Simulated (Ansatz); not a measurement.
Geometry optimisation, RKS PBE0-D4/6-31G (Ansatz 0.2.0).

Input file:

```yaml
crystal:
  periodic: [false, false, false]
  atoms:
    - { symbol: Si, position_ang: [0.0, 0.0, 0.0] }
    - { symbol: O, position_ang: [0.0, 0.0, 1.68] }
    - { symbol: H, position_ang: [-0.9095, -0.2814, 2.0171] }
    - { symbol: H, position_ang: [1.3768, 0.0, -0.4862] }
    - { symbol: H, position_ang: [-0.6877, 1.1914, -0.4862] }
    - { symbol: H, position_ang: [-0.6877, -1.1914, -0.4862] }
basis:
  gaussian: { orbitals: "6-31G" }
hamiltonian:
  xc: pbe0
  dispersion: d4
relax:
  f_tol: 0.02
  max_steps: 40
```

Launched with:

```bash
$ ansatz run input.yaml --threads 1 --pin off --max-ram 2048MiB --backend cpu --events-out ev --progress --plain --runs-dir out
```

Question: Where does it end, and by what steps?

Answer: The forces met the threshold. Limits of this set-up: no polarisation functions. After 5 steps the energy has fallen by 0.243 eV; H3 moved furthest, 0.24 Å.

```
step  energy less start (eV)  largest force component (eV/Å)  accepted
   0                  0.0000                           2.201       yes
   1                 -0.1890                           0.914       yes
   2                 -0.2350                           0.168       yes
   3                 -0.2388                           0.201       yes
   4                 -0.2429                           0.072       yes
   5                 -0.2432                           0.002       yes
```

```xyz
6
Properties=species:S:1:pos:R:3
Si -0.028 -0.024 -0.036
O -0.030 -0.109 1.692
H -0.844 -0.153 2.212
H 1.415 0.020 -0.420
H -0.732 1.210 -0.545
H -0.690 -1.225 -0.664
```

Time of the run: 5 s on 1 thread of Arm Neoverse V2 (shared host), peak memory 0.096 GiB.
